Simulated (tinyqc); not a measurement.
CCD on RHF in the sto-3g basis, for H2O, spin multiplicity 1, step by step. Computed by tinyqc, a small Python program that keeps every step (integrals from PySCF). Settings: charge = 0, multiplicity = 1, basis = sto-3g, method = RHF, energy threshold = 1e-10, iteration cap = 63, orthogonalisation = symmetric, start = atomic densities, DIIS depth = 6, amplitude equations = CCD, DIIS depth for amplitudes = 4, cap on updates = 82. Command: `OMP_NUM_THREADS=1 python tinyqc.py 27373 27374 out.jsonl` (the two numbers bound the seeds that draw the settings). One thread of a shared host (Intel(R) Xeon(R) Processor @ 2.60GHz), about 0.1 s of CPU time with the checks. The early iterations of the SCF are left out here.

## One-electron integrals

Geometry (angstrom):
```
atom,x,y,z
O,0.000000,0.000000,0.000000
H,0.000000,0.681000,0.669000
H,0.000000,-0.658000,0.647000
```

Basis sto-3g: exponents (1/bohr^2) and contraction coefficients of normalised primitives:
```
element,l (shell),exponent,coefficient
O,s (1),130.709320,0.154329
O,s (1),23.808861,0.535328
O,s (1),6.443608,0.444635
O,s (2),5.033151,-0.099967
O,s (2),1.169596,0.399513
O,s (2),0.380389,0.700115
O,p (3),5.033151,0.155916
O,p (3),1.169596,0.607684
O,p (3),0.380389,0.391957
H,s (1),3.425251,0.154329
H,s (1),0.623914,0.535328
H,s (1),0.168855,0.444635
```

Overlap, kinetic and nuclear-attraction integrals over the contracted functions; the nuclear repulsion is the sum of Za Zb / Rab.

nuclear repulsion = 9.41730084 hartree

overlap S:
```
,1O 1s,1O 2s,1O 2px,1O 2py,1O 2pz,2H 1s,3H 1s
1O 1s,1.000000,0.236704,0.000000,0.000000,0.000000,0.054308,0.058555
1O 2s,0.236704,1.000000,0.000000,0.000000,0.000000,0.476493,0.497637
1O 2px,0.000000,0.000000,1.000000,0.000000,0.000000,0.000000,0.000000
1O 2py,0.000000,0.000000,0.000000,1.000000,0.000000,0.281310,-0.288871
1O 2pz,0.000000,0.000000,0.000000,0.000000,1.000000,0.276353,0.284042
2H 1s,0.054308,0.476493,0.000000,0.281310,0.276353,1.000000,0.321532
3H 1s,0.058555,0.497637,0.000000,-0.288871,0.284042,0.321532,1.000000
```

kinetic energy T (hartree):
```
,1O 1s,1O 2s,1O 2px,1O 2py,1O 2pz,2H 1s,3H 1s
1O 1s,29.003200,-0.168011,0.000000,0.000000,0.000000,-0.002330,0.000165
1O 2s,-0.168011,0.808128,0.000000,0.000000,0.000000,0.129849,0.145805
1O 2px,0.000000,0.000000,2.528731,0.000000,0.000000,0.000000,0.000000
1O 2py,0.000000,0.000000,0.000000,2.528731,0.000000,0.204207,-0.222062
1O 2pz,0.000000,0.000000,0.000000,0.000000,2.528731,0.200608,0.218350
2H 1s,-0.002330,0.129849,0.000000,0.204207,0.200608,0.760032,0.027724
3H 1s,0.000165,0.145805,0.000000,-0.222062,0.218350,0.027724,0.760032
```

nuclear attraction V (hartree):
```
,1O 1s,1O 2s,1O 2px,1O 2py,1O 2pz,2H 1s,3H 1s
1O 1s,-61.746224,-7.450027,0.000000,0.000776,-0.022648,-1.759384,-1.899424
1O 2s,-7.450027,-10.162819,0.000000,0.007318,-0.264369,-3.908378,-4.123159
1O 2px,0.000000,0.000000,-10.002589,0.000000,0.000000,0.000000,0.000000
1O 2py,0.000776,0.007318,0.000000,-10.135425,0.004836,-2.042301,2.127712
1O 2pz,-0.022648,-0.264369,0.000000,0.004836,-10.130907,-2.106968,-2.193996
2H 1s,-1.759384,-3.908378,0.000000,-2.042301,-2.106968,-5.890369,-2.054838
3H 1s,-1.899424,-4.123159,0.000000,2.127712,-2.193996,-2.054838,-6.015283
```

core Hamiltonian H = T + V (hartree):
```
,1O 1s,1O 2s,1O 2px,1O 2py,1O 2pz,2H 1s,3H 1s
1O 1s,-32.743024,-7.618038,0.000000,0.000776,-0.022648,-1.761714,-1.899260
1O 2s,-7.618038,-9.354691,0.000000,0.007318,-0.264369,-3.778529,-3.977354
1O 2px,0.000000,0.000000,-7.473857,0.000000,0.000000,0.000000,0.000000
1O 2py,0.000776,0.007318,0.000000,-7.606694,0.004836,-1.838094,1.905650
1O 2pz,-0.022648,-0.264369,0.000000,0.004836,-7.602176,-1.906360,-1.975646
2H 1s,-1.761714,-3.778529,0.000000,-1.838094,-1.906360,-5.130337,-2.027114
3H 1s,-1.899260,-3.977354,0.000000,1.905650,-1.975646,-2.027114,-5.255251
```

## Two-electron integrals

Functions are numbered as in S; the eight-fold symmetry (ij|kl) = (ji|kl) = (kl|ij) leaves the list below.

Two-electron integrals (ij|kl) in chemists' order, unique and non-zero (hartree):
```
i,j,k,l,(ij|kl)
1,1,1,1,4.785065
2,1,1,1,0.741380
2,1,2,1,0.136873
2,2,1,1,1.118947
2,2,2,1,0.256633
2,2,2,2,0.817206
3,1,3,1,0.024477
3,2,3,1,0.037809
3,2,3,2,0.180518
3,3,1,1,1.115814
3,3,2,1,0.256684
3,3,2,2,0.817023
3,3,3,3,0.880159
4,1,4,1,0.024477
4,2,4,1,0.037809
4,2,4,2,0.180518
4,3,4,3,0.047444
4,4,1,1,1.115814
4,4,2,1,0.256684
4,4,2,2,0.817023
4,4,3,3,0.785270
4,4,4,4,0.880159
5,1,5,1,0.024477
5,2,5,1,0.037809
5,2,5,2,0.180518
5,3,5,3,0.047444
5,4,5,4,0.047444
5,5,1,1,1.115814
5,5,2,1,0.256684
5,5,2,2,0.817023
5,5,3,3,0.785270
5,5,4,4,0.785270
5,5,5,5,0.880159
6,1,1,1,0.172860
6,1,2,1,0.031629
6,1,2,2,0.058870
6,1,3,3,0.058758
6,1,4,1,0.001037
6,1,4,2,0.001936
6,1,4,4,0.058932
6,1,5,1,0.001019
6,1,5,2,0.001902
6,1,5,4,0.000171
6,1,5,5,0.058926
6,1,6,1,0.007403
6,2,1,1,0.405436
6,2,2,1,0.094086
6,2,2,2,0.329948
6,2,3,3,0.324474
6,2,4,1,0.005017
6,2,4,2,0.037747
6,2,4,4,0.332675
6,2,5,1,0.004928
6,2,5,2,0.037082
6,2,5,4,0.008056
6,2,5,5,0.332388
6,2,6,1,0.022136
6,2,6,2,0.162633
6,3,3,1,0.010026
6,3,3,2,0.057700
6,3,4,3,0.007915
6,3,5,3,0.007775
6,3,6,3,0.023642
6,4,1,1,0.203622
6,4,2,1,0.047881
6,4,2,2,0.179347
6,4,3,3,0.171144
6,4,4,1,0.012273
6,4,4,2,0.077233
6,4,4,4,0.191342
6,4,5,1,0.002208
6,4,5,2,0.019188
6,4,5,4,0.012067
6,4,5,5,0.175359
6,4,6,1,0.011781
6,4,6,2,0.107377
6,4,6,4,0.093750
6,5,1,1,0.200034
6,5,2,1,0.047037
6,5,2,2,0.176187
6,5,3,3,0.168128
6,5,4,1,0.002208
6,5,4,2,0.019188
6,5,4,4,0.172419
6,5,5,1,0.012195
6,5,5,2,0.076550
6,5,5,4,0.012130
6,5,5,5,0.187820
6,5,6,1,0.011574
6,5,6,2,0.105485
6,5,6,4,0.068873
6,5,6,5,0.091301
6,6,1,1,0.533208
6,6,2,1,0.125750
6,6,2,2,0.504202
6,6,3,3,0.483661
6,6,4,1,0.008971
6,6,4,2,0.091906
6,6,4,4,0.514708
6,6,5,1,0.008813
6,6,5,2,0.090286
6,6,5,4,0.030499
6,6,5,5,0.513623
6,6,6,1,0.029877
6,6,6,2,0.307746
6,6,6,4,0.232135
6,6,6,5,0.228045
6,6,6,6,0.774606
7,1,1,1,0.186561
7,1,2,1,0.034125
7,1,2,2,0.063481
7,1,3,3,0.063363
7,1,4,1,-0.001113
7,1,4,2,-0.002074
7,1,4,4,0.063547
7,1,5,1,0.001094
7,1,5,2,0.002039
7,1,5,4,-0.000181
7,1,5,5,0.063541
7,1,6,1,0.007887
7,1,6,2,0.023254
7,1,6,4,0.011263
7,1,6,5,0.012161
7,1,6,6,0.031063
7,1,7,1,0.008617
7,2,1,1,0.428100
7,2,2,1,0.099303
7,2,2,2,0.347103
7,2,3,3,0.341435
7,2,4,1,-0.005273
7,2,4,2,-0.039309
7,2,4,4,0.349918
7,2,5,1,0.005184
7,2,5,2,0.038652
7,2,5,4,-0.008341
7,2,5,5,0.349637
7,2,6,1,0.022762
7,2,6,2,0.144237
7,2,6,4,0.064972
7,2,6,5,0.091140
7,2,6,6,0.230449
7,2,7,1,0.025186
7,2,7,2,0.178489
7,3,3,1,0.010698
7,3,3,2,0.061145
7,3,4,3,-0.008286
7,3,5,3,0.008148
7,3,6,3,0.020599
7,3,7,3,0.026261
7,4,1,1,-0.211810
7,4,2,1,-0.049796
7,4,2,2,-0.185946
7,4,3,3,-0.177402
7,4,4,1,0.013034
7,4,4,2,0.081267
7,4,4,4,-0.198479
7,4,5,1,-0.002297
7,4,5,2,-0.019785
7,4,5,4,0.012577
7,4,5,5,-0.181757
7,4,6,1,-0.010846
7,4,6,2,-0.063589
7,4,6,4,-0.008329
7,4,6,5,-0.039203
7,4,6,6,-0.087204
7,4,7,1,-0.013220
7,4,7,2,-0.116151
7,4,7,4,0.101037
7,5,1,1,0.208269
7,5,2,1,0.048964
7,5,2,2,0.182838
7,5,3,3,0.174436
7,5,4,1,-0.002297
7,5,4,2,-0.019785
7,5,4,4,0.178865
7,5,5,1,0.012956
7,5,5,2,0.080600
7,5,5,4,-0.012641
7,5,5,5,0.195014
7,5,6,1,0.011756
7,5,6,2,0.090314
7,5,6,4,0.039640
7,5,6,5,0.076811
7,5,6,6,0.159283
7,5,7,1,0.012999
7,5,7,2,0.114210
7,5,7,4,-0.073526
7,5,7,5,0.098558
7,6,1,1,0.200613
7,6,2,1,0.047021
7,6,2,2,0.179637
7,6,3,3,0.174975
7,6,4,1,0.000031
7,6,4,2,0.000352
7,6,4,4,0.177767
7,6,5,1,0.003806
7,6,5,2,0.034223
7,6,5,4,0.000111
7,6,5,5,0.185974
7,6,6,1,0.010997
7,6,6,2,0.090425
7,6,6,4,0.051243
7,6,6,5,0.065860
7,6,6,6,0.180658
7,6,7,1,0.011853
7,6,7,2,0.094186
7,6,7,4,-0.052160
7,6,7,5,0.067857
7,6,7,6,0.060887
7,7,1,1,0.548695
7,7,2,1,0.129340
7,7,2,2,0.515798
7,7,3,3,0.494764
7,7,4,1,-0.009364
7,7,4,2,-0.094283
7,7,4,4,0.526535
7,7,5,1,0.009207
7,7,5,2,0.092706
7,7,5,4,-0.031240
7,7,5,5,0.525481
7,7,6,1,0.029630
7,7,6,2,0.224094
7,7,6,4,0.086772
7,7,6,5,0.156358
7,7,6,6,0.381866
7,7,7,1,0.033143
7,7,7,2,0.325282
7,7,7,4,-0.241971
7,7,7,5,0.237926
7,7,7,6,0.180658
7,7,7,7,0.774606
```

## Orthogonalisation

S = U s U^T; symmetric (Loewdin) form X = U s^(-1/2) U^T, so that X^T S X = 1.

eigenvalues of S: 0.329489  0.406891  0.876207  1.000000  1.105358  1.273194  2.008860

X:
```
,1O 1s,1O 2s,1O 2px,1O 2py,1O 2pz,2H 1s,3H 1s
1O 1s,1.024210,-0.143773,0.000000,0.000455,-0.011833,0.021256,0.022098
1O 2s,-0.143773,1.256911,0.000000,-0.008250,0.132445,-0.286832,-0.313888
1O 2px,0.000000,0.000000,1.000000,0.000000,0.000000,0.000000,0.000000
1O 2py,0.000455,-0.008250,0.000000,1.101909,-0.003885,-0.219806,0.230314
1O 2pz,-0.011833,0.132445,0.000000,-0.003885,1.074659,-0.163947,-0.175838
2H 1s,0.021256,-0.286832,0.000000,-0.219806,-0.163947,1.219864,-0.124247
3H 1s,0.022098,-0.313888,0.000000,0.230314,-0.175838,-0.124247,1.243511
```

## Iteration 7 (converged): orbitals

converged F (hartree):
```
,1O 1s,1O 2s,1O 2px,1O 2py,1O 2pz,2H 1s,3H 1s
1O 1s,-20.245271,-5.165415,0.000000,0.000719,-0.030886,-1.203666,-1.296842
1O 2s,-5.165415,-2.462221,0.000000,0.008440,-0.152440,-1.038409,-1.093016
1O 2px,0.000000,0.000000,-0.400851,0.000000,0.000000,0.000000,0.000000
1O 2py,0.000719,0.008440,0.000000,-0.320305,0.009546,-0.362753,0.371797
1O 2pz,-0.030886,-0.152440,0.000000,0.009546,-0.378307,-0.422107,-0.431975
2H 1s,-1.203666,-1.038409,0.000000,-0.362753,-0.422107,-0.598343,-0.485524
3H 1s,-1.296842,-1.093016,0.000000,0.371797,-0.431975,-0.485524,-0.643811
```

Diagonalise F' = X^T F X, C = X C', fill 5 alpha and 5 beta electrons from the bottom; D = 2 C_occ C_occ^T. Each column has its largest component positive (the first on a tie).

F' = X^T F X (hartree):
```
,1,2,3,4,5,6,7
1,-19.865283,-2.691749,0.000000,-0.000087,-0.058004,-0.190028,-0.218711
2,-2.691749,-1.234934,0.000000,-0.004617,0.125482,-0.504866,-0.542139
3,0.000000,0.000000,-0.400851,0.000000,0.000000,0.000000,0.000000
4,-0.000087,-0.004617,0.000000,-0.038356,0.002528,-0.459853,0.470615
5,-0.058004,0.125482,0.000000,0.002528,-0.175442,-0.365673,-0.380849
6,-0.190028,-0.504866,0.000000,-0.459853,-0.365673,0.019379,-0.143455
7,-0.218711,-0.542139,0.000000,0.470615,-0.380849,-0.143455,0.028963
```

orbital energies (hartree): MO1 -20.254109, MO2 -1.294596, MO3 -0.601230, MO4 -0.486501, MO5 -0.400851, MO6 0.636508, MO7 0.734255

coefficients C:
```
,MO1,MO2,MO3,MO4,MO5,MO6,MO7
1O 1s,0.994122,-0.230535,-0.005834,0.112992,0.000000,0.125835,0.026381
1O 2s,0.026747,0.821199,0.032150,-0.584225,0.000000,-0.862038,-0.195856
1O 2px,0.000000,0.000000,0.000000,0.000000,1.000000,0.000000,0.000000
1O 2py,-0.000217,-0.008281,0.630108,0.015929,0.000000,-0.175267,0.942109
1O 2pz,0.004934,0.151193,-0.021039,0.737247,0.000000,-0.798601,-0.160509
2H 1s,-0.005797,0.152317,0.450029,0.298676,0.000000,0.924203,-0.701643
3H 1s,-0.006254,0.164864,-0.453992,0.270840,0.000000,0.626011,1.022820
```

D after iteration 7:
```
,1O 1s,1O 2s,1O 2px,1O 2py,1O 2pz,2H 1s,3H 1s
1O 1s,2.108452,-0.457852,0.000000,-0.000366,0.106951,-0.019509,-0.021945
1O 2s,-0.457852,2.034872,0.000000,0.008291,-0.614205,-0.070195,-0.075217
1O 2px,0.000000,0.000000,2.000000,0.000000,0.000000,0.000000,0.000000
1O 2py,-0.000366,0.008291,0.000000,0.794718,-0.005533,0.574129,-0.566228
1O 2pz,0.106951,-0.614205,0.000000,-0.005533,1.133719,0.467461,0.468246
2H 1s,-0.019509,-0.070195,0.000000,0.574129,0.467461,0.629935,-0.196536
3H 1s,-0.021945,-0.075217,0.000000,-0.566228,0.468246,-0.196536,0.613365
```

## Convergence

Stop when the energy changes by less than 1e-10 hartree and every element of the error matrix X^T (F D S - S D F) X is below 3e-06.

Course of the cycle:
```
iteration,E (hartree),change,largest element of the error matrix
1,-75.56367086,-,1.46e+00
2,-74.91557070,6.48e-01,1.97e-01
3,-74.95298551,-3.74e-02,2.17e-02
4,-74.95348931,-5.04e-04,4.20e-03
5,-74.95351831,-2.90e-05,3.76e-04
6,-74.95351870,-3.97e-07,1.02e-05
7,-74.95351870,-8.73e-11,8.84e-07
```

PySCF RHF in the same basis = -74.95351870 hartree

Converged in 7 iterations.

## Integrals over molecular orbitals

(pq|rs) = sum C_ip C_jq C_kr C_ls (ij|kl), one index at a time.

one-electron integrals over orbitals h = C^T H C (hartree):
```
,1,2,3,4,5,6,7
1,-32.725375,0.551855,0.013918,-0.260740,0.000000,-0.287422,-0.060288
2,0.551855,-7.707400,-0.006761,0.438806,0.000000,1.375314,0.293377
3,0.013918,-0.006761,-6.453181,0.045704,0.000000,0.313253,-1.617671
4,-0.260740,0.438806,0.045704,-6.973719,0.000000,1.089397,0.148250
5,0.000000,0.000000,0.000000,0.000000,-7.473857,0.000000,0.000000
6,-0.287422,1.375314,0.313253,1.089397,0.000000,-5.471288,0.016940
7,-0.060288,0.293377,-1.617671,0.148250,0.000000,0.016940,-5.545060
```

Two-electron integrals over orbitals (pq|rs), unique and non-zero (hartree):
```
p,q,r,s,(pq|rs)
1,1,1,1,4.744433
2,1,1,1,-0.412509
2,1,2,1,0.057249
2,2,1,1,1.001259
2,2,2,1,-0.011958
2,2,2,2,0.735658
3,1,1,1,-0.010541
3,1,2,1,0.001181
3,1,2,2,-0.001231
3,1,3,1,0.011800
3,2,1,1,0.003707
3,2,2,1,-0.000642
3,2,2,2,-0.005309
3,2,3,1,0.018484
3,2,3,2,0.144441
3,3,1,1,0.819645
3,3,2,1,-0.004470
3,3,2,2,0.657224
3,3,3,1,0.000429
3,3,3,2,0.002110
3,3,3,3,0.645345
4,1,1,1,0.201317
4,1,2,1,-0.024324
4,1,2,2,0.017692
4,1,3,1,-0.000867
4,1,3,2,-0.000013
4,1,3,3,0.007079
4,1,4,1,0.028631
4,2,1,1,-0.135737
4,2,2,1,0.009960
4,2,2,2,0.009553
4,2,3,1,0.000074
4,2,3,2,-0.000187
4,2,3,3,0.005074
4,2,4,1,0.016599
4,2,4,2,0.120005
4,3,1,1,-0.011009
4,3,2,1,0.000519
4,3,2,2,-0.002932
4,3,3,1,-0.004525
4,3,3,2,0.014690
4,3,3,3,-0.002365
4,3,4,1,0.000594
4,3,4,2,0.005083
4,3,4,3,0.048819
4,4,1,1,0.989039
4,4,2,1,-0.014051
4,4,2,2,0.666389
4,4,3,1,-1.91e-06
4,4,3,2,0.003924
4,4,3,3,0.604434
4,4,4,1,-0.010742
4,4,4,2,-0.102425
4,4,4,3,-0.005970
4,4,4,4,0.774885
5,1,5,1,0.026047
5,2,5,1,0.032151
5,2,5,2,0.142347
5,3,5,1,0.000803
5,3,5,2,0.002648
5,3,5,3,0.029942
5,4,5,1,-0.014782
5,4,5,2,-0.050963
5,4,5,3,-0.001724
5,4,5,4,0.058629
5,5,1,1,1.115336
5,5,2,1,-0.011557
5,5,2,2,0.745722
5,5,3,1,-0.000292
5,5,3,2,0.001804
5,5,3,3,0.639501
5,5,4,1,0.005638
5,5,4,2,-0.072603
5,5,4,3,-0.006133
5,5,4,4,0.724347
5,5,5,5,0.880159
6,1,1,1,0.226621
6,1,2,1,-0.034520
6,1,2,2,-0.001488
6,1,3,1,-0.003235
6,1,3,2,-0.003563
6,1,3,3,-0.000924
6,1,4,1,0.000848
6,1,4,2,-0.020683
6,1,4,3,0.000218
6,1,4,4,0.020411
6,1,5,5,0.005849
6,1,6,1,0.031963
6,2,1,1,-0.305163
6,2,2,1,0.005809
6,2,2,2,-0.143914
6,2,3,1,-0.001986
6,2,3,2,-0.008031
6,2,3,3,-0.083394
6,2,4,1,-0.018858
6,2,4,2,-0.017066
6,2,4,3,0.007346
6,2,4,4,-0.079885
6,2,5,5,-0.156203
6,2,6,1,0.009029
6,2,6,2,0.103291
6,3,1,1,-0.066504
6,3,2,1,0.001457
6,3,2,2,-0.025883
6,3,3,1,-0.003963
6,3,3,2,0.027703
6,3,3,3,-0.018254
6,3,4,1,-0.000176
6,3,4,2,0.014936
6,3,4,3,0.025443
6,3,4,4,-0.025855
6,3,5,5,-0.035490
6,3,6,1,-0.000307
6,3,6,2,0.020253
6,3,6,3,0.064062
6,4,1,1,-0.222959
6,4,2,1,0.002694
6,4,2,2,-0.089809
6,4,3,1,0.001901
6,4,3,2,0.014635
6,4,3,3,-0.045298
6,4,4,1,-0.000025
6,4,4,2,0.044981
6,4,4,3,0.004079
6,4,4,4,-0.125856
6,4,5,5,-0.118058
6,4,6,1,-0.002784
6,4,6,2,0.054802
6,4,6,3,0.024141
6,4,6,4,0.076714
6,5,5,1,-0.014925
6,5,5,2,-0.056055
6,5,5,3,-0.005278
6,5,5,4,0.002069
6,5,6,5,0.038081
6,6,1,1,0.833162
6,6,2,1,-0.007032
6,6,2,2,0.630375
6,6,3,1,0.002593
6,6,3,2,0.032515
6,6,3,3,0.582946
6,6,4,1,0.020966
6,6,4,2,0.053385
6,6,4,3,0.016792
6,6,4,4,0.561916
6,6,5,5,0.602556
6,6,6,1,-0.009747
6,6,6,2,-0.101236
6,6,6,3,0.010561
6,6,6,4,-0.038618
6,6,6,6,0.623677
7,1,1,1,0.047793
7,1,2,1,-0.007460
7,1,2,2,-0.000855
7,1,3,1,0.014946
7,1,3,2,0.022129
7,1,3,3,0.000764
7,1,4,1,0.000773
7,1,4,2,-0.003440
7,1,4,3,-0.006112
7,1,4,4,0.003774
7,1,5,5,0.001204
7,1,6,1,0.002730
7,1,6,2,-0.001629
7,1,6,3,-0.004769
7,1,6,4,0.001898
7,1,6,6,0.002338
7,1,7,1,0.020594
7,2,1,1,-0.066262
7,2,2,1,0.001193
7,2,2,2,-0.030251
7,2,3,1,0.013366
7,2,3,2,0.033621
7,2,3,3,-0.014546
7,2,4,1,-0.003268
7,2,4,2,0.000143
7,2,4,3,-0.037700
7,2,4,4,-0.020268
7,2,5,5,-0.033354
7,2,6,1,-0.001709
7,2,6,2,0.009709
7,2,6,3,-0.032577
7,2,6,4,0.013583
7,2,6,6,-0.025425
7,2,7,1,0.016334
7,2,7,2,0.062208
7,3,1,1,0.348880
7,3,2,1,-0.007540
7,3,2,2,0.122243
7,3,3,1,-0.000391
7,3,3,2,0.009984
7,3,3,3,0.088241
7,3,4,1,-0.001052
7,3,4,2,-0.082495
7,3,4,3,-0.000574
7,3,4,4,0.150112
7,3,5,5,0.181023
7,3,6,1,0.007431
7,3,6,2,-0.071664
7,3,6,3,-0.017219
7,3,6,4,-0.079781
7,3,6,6,0.041702
7,3,7,1,0.001115
7,3,7,2,-0.022289
7,3,7,3,0.152490
7,4,1,1,-0.030433
7,4,2,1,0.000404
7,4,2,2,-0.009716
7,4,3,1,-0.010442
7,4,3,2,-0.080243
7,4,3,3,-0.008355
7,4,4,1,-0.000381
7,4,4,2,0.003596
7,4,4,3,0.003815
7,4,4,4,-0.018257
7,4,5,5,-0.015579
7,4,6,1,0.002375
7,4,6,2,0.011877
7,4,6,3,-0.036522
7,4,6,4,-0.003663
7,4,6,6,-0.027743
7,4,7,1,-0.013125
7,4,7,2,-0.011472
7,4,7,3,-0.019609
7,4,7,4,0.072243
7,5,5,1,-0.003139
7,5,5,2,-0.011853
7,5,5,3,0.022703
7,5,5,4,0.001482
7,5,6,5,0.003075
7,5,7,5,0.023640
7,6,1,1,0.000235
7,6,2,1,0.000330
7,6,2,2,0.005670
7,6,3,1,-0.008284
7,6,3,2,-0.087084
7,6,3,3,-0.006160
7,6,4,1,0.003063
7,6,4,2,0.009926
7,6,4,3,-0.041733
7,6,4,4,-0.009635
7,6,5,5,-0.001264
7,6,6,1,-0.000645
7,6,6,2,-0.008822
7,6,6,3,-0.047326
7,6,6,4,-0.013499
7,6,6,6,-0.029796
7,6,7,1,-0.010351
7,6,7,2,0.013462
7,6,7,3,-0.016694
7,6,7,4,0.052943
7,6,7,6,0.096447
7,7,1,1,0.848772
7,7,2,1,-0.008499
7,7,2,2,0.625385
7,7,3,1,-0.003802
7,7,3,2,-0.036243
7,7,3,3,0.614326
7,7,4,1,0.005375
7,7,4,2,-0.005003
7,7,4,3,-0.017169
7,7,4,4,0.599447
7,7,5,5,0.617314
7,7,6,1,0.004370
7,7,6,2,-0.067213
7,7,6,3,-0.034079
7,7,6,4,-0.041350
7,7,6,6,0.562876
7,7,7,1,-0.003512
7,7,7,2,-0.009049
7,7,7,3,0.070592
7,7,7,4,0.017504
7,7,7,6,0.030607
7,7,7,7,0.629826
```

## CCD: starting amplitudes

t_ij^ab = <ij||ab> / (e_i + e_j - e_a - e_b), whose energy is MP2.

Starting amplitudes (spin orbitals 1a, 1b, ...; amplitudes related by a flip of all spins are not repeated; the 24 largest):
```
from,to,t
3a 3b,7a 7b,-0.057092
4a 4b,6a 6b,-0.034156
3a 4b,6b 7a,-0.032451
4a 4b,7a 7b,-0.029590
2a 2b,6a 6b,-0.026744
3a 3b,6a 6b,-0.025879
2a 3b,6a 7b,0.021938
5a 5b,6a 6b,-0.018355
2a 4b,6a 6b,-0.017944
3a 4a,6a 7a,-0.017596
2a 2b,7a 7b,-0.015331
3a 4b,6a 7b,0.014856
2a 3a,6a 7a,0.011966
5a 5b,7a 7b,-0.010413
3a 4b,6a 6b,-0.010226
2a 3b,6b 7a,-0.009973
3a 4b,7a 7b,0.007671
3a 3b,6a 7b,0.006692
2a 3b,7a 7b,0.006625
2a 3b,6a 6b,-0.006391
2a 4b,6b 7a,0.004310
2a 4b,6a 7b,-0.003768
2a 4b,7a 7b,0.003530
2a 2b,6a 7b,-0.002452
```

correlation energy = -0.03630436 hartree

## CCD: amplitude update 1

t_ij^ab D_ij^ab are set to the remaining terms of the spin-orbital equations, evaluated with the old amplitudes; for the doubles these are <ij||ab> + 1/2 <ab||ef> t_ij^ef + 1/2 <mn||ij> t_mn^ab + P(ij)P(ab) <mb||ej> t_im^ae + terms in t^2, D the orbital-energy denominators.

Amplitudes after update 1 (spin orbitals 1a, 1b, ...; amplitudes related by a flip of all spins are not repeated; the 24 largest):
```
from,to,t
3a 3b,7a 7b,-0.072215
4a 4b,6a 6b,-0.041549
3a 4b,6b 7a,-0.041077
4a 4b,7a 7b,-0.037675
3a 3b,6a 6b,-0.034659
2a 2b,6a 6b,-0.030951
2a 3b,6a 7b,0.027164
2a 4b,6a 6b,-0.024843
5a 5b,6a 6b,-0.022758
3a 4b,6a 7b,0.022388
3a 4a,6a 7a,-0.018689
2a 2b,7a 7b,-0.016708
2a 3b,6b 7a,-0.015371
3a 4b,6a 6b,-0.013969
2a 3a,6a 7a,0.011793
5a 5b,7a 7b,-0.011038
3a 4b,7a 7b,0.010220
2a 3b,7a 7b,0.008819
2a 3b,6a 6b,-0.008503
3a 3b,6a 7b,0.008241
2a 4b,6b 7a,0.005234
2a 4b,6a 7b,-0.004743
2a 2b,6a 7b,-0.003144
4a 4b,6a 7b,0.002571
```

correlation energy = -0.04544674 hartree

## CCD: convergence

E_corr = 1/4 sum <ij||ab> t_ij^ab; stop when the norm of the change is below 1e-8.

Course of the amplitude iterations:
```
update,correlation energy (hartree),norm of the change
0,-0.03630436,-
1,-0.04544674,6.37e-02
2,-0.04808438,2.19e-02
3,-0.04945638,8.36e-03
4,-0.04944895,7.07e-04
5,-0.04945043,1.47e-04
6,-0.04945033,1.06e-05
7,-0.04945033,2.77e-06
8,-0.04945036,3.24e-07
9,-0.04945036,6.68e-08
10,-0.04945036,2.05e-08
11,-0.04945036,6.30e-09
```

Converged amplitudes (spin orbitals 1a, 1b, ...; amplitudes related by a flip of all spins are not repeated; the 24 largest):
```
from,to,t
3a 3b,7a 7b,-0.079571
4a 4b,6a 6b,-0.045355
3a 4b,6b 7a,-0.044879
4a 4b,7a 7b,-0.041369
3a 3b,6a 6b,-0.039218
2a 2b,6a 6b,-0.031946
2a 3b,6a 7b,0.028814
2a 4b,6a 6b,-0.028814
3a 4b,6a 7b,0.028304
5a 5b,6a 6b,-0.024952
2a 3b,6b 7a,-0.019011
3a 4a,6a 7a,-0.016575
3a 4b,6a 6b,-0.016297
2a 2b,7a 7b,-0.016213
3a 4b,7a 7b,0.011701
5a 5b,7a 7b,-0.010038
2a 3b,7a 7b,0.009923
2a 3a,6a 7a,0.009803
2a 3b,6a 6b,-0.009580
3a 3b,6a 7b,0.009012
2a 4b,6b 7a,0.005523
2a 4b,6a 7b,-0.005177
2a 2b,6a 7b,-0.003547
4a 4b,6a 7b,0.003112
```

CCD total energy = -75.00296906 hartree

Converged in 11 updates, with DIIS from the third.
